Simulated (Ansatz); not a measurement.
# BeF (doublet): from Hartree-Fock to the top rungs, def2-QZVPP

The task here is to estimate one member of a computed series from the others.

Computed with Ansatz 0.2.0, Gaussian basis. Level: def2-QZVPP, core rule «outside noble gas», up to 2 orbitals frozen.

Plan: UHF; ROHF; CCSD(T) on UHF.

2 further runs of the same task are left out: 2 set aside as unsound or not needed.

## The geometry

The geometry is a PBE0/def2-TZVP stationary point (not a proven minimum).

2 atoms, charge 0, spin multiplicity 2.

Atoms are counted from 1 here; the program's logs count them from 0.

Bond lengths: F1–Be2 1.370 Å.

The first run:

in.yaml reads:

```yaml
crystal:
  periodic: [false, false, false]
  atoms:
    - {symbol: F, position_ang: [0.000000, 0.000000, 0.000000]}
    - {symbol: Be, position_ang: [0.000000, 0.000000, 1.370100]}
basis:
  gaussian: {orbitals: "def2-QZVPP.json"}
magnetization: {spin_polarized: true, initial_magnetization: 1}
hamiltonian: {xc: hf}
output: {orbitals: {seedname: orbitals}}
```

Launch:

```sh
$ ansatz run in.yaml --threads 1 --pin off --events-out ev --progress --plain --max-ram 2393MiB
```

Among the steps run: UHF; ROHF; CCSD(T) on UHF.

One of the session's tables, all rows but one given; the rest of the session is left out.

| method | from UCCSD(T) (kJ/mol) |
| --- | --- |
| ROHF | +817.9 |
| UHF | +817.3 |
| UMP2 | ? |
| UCCSD | +24.9 |
| UCCSD(T) | 0 |

Q: Estimate the row for UMP2 from the others.

As computed: from UCCSD(T) (kJ/mol): +20.4. In the column «from UCCSD(T) (kJ/mol)» it lies between UCCSD(T) (0) and UCCSD (+24.9).
